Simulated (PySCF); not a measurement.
## HF⁺: energy against distance

Set-up: H pcseg-2, F pcseg-2; no relativity (PySCF 2.14). Energies in eV from H⁺ + F in their ground configurations at the same level. State: ²Π (doublet), unpaired electrons π ↑.

```tsv
R (Å)	UHF-SCS-MP2	MN15	PBEsol
0.867	-3.224	-3.113	-3.073
0.907	-3.466	-3.382	-3.353
0.948	-3.598	-3.536	-3.522
0.978	-3.642	-3.593	-3.593
1.008	-3.650	-3.611	-3.625
1.038	-3.628	-3.597	-3.627
1.079	-3.562	-3.541	-3.591
1.129	-3.438	-3.426	-3.503
1.189	-3.248	-3.246	-3.353
1.270	-2.956	-2.967	-3.111
```

Q: Put a parabola through the three lowest points of the UHF-SCS-MP2 curve and estimate Re, k and ωe (reduced mass 0.9571 u; 1 eV/Å² = 0.16022 mdyn/Å; ωe = 1302.8·√(k/μ) cm⁻¹).

A: Through R = 0.978, 1.008, 1.038 Å the second-order coefficient is 16.7 eV/Å², so Re ≈ 1.001 Å, k ≈ 5.34 mdyn/Å and ωe ≈ 3077 cm⁻¹. A polynomial fit of higher order to the unrounded UHF-SCS-MP2 energies gives Re = 1.000 Å, k = 5.50 mdyn/Å, ωe = 3122 cm⁻¹; anharmonicity and rounding make the difference.

The higher-order fit for each curve: UHF-SCS-MP2: Re = 1.000 Å, ωe = 3122 cm⁻¹, De = 3.65 eV; MN15: Re = 1.009 Å, ωe = 3109 cm⁻¹, De = 3.61 eV; PBEsol: Re = 1.025 Å, ωe = 2903 cm⁻¹, De = 3.63 eV.

Correlated steps freeze 1 core orbital. For an ion De counts to the pair picked by the measured ionisation energies or electron affinities, which need not be the lowest pair at this level. The state was picked by a PBE0 search and need not be the measured ground state.
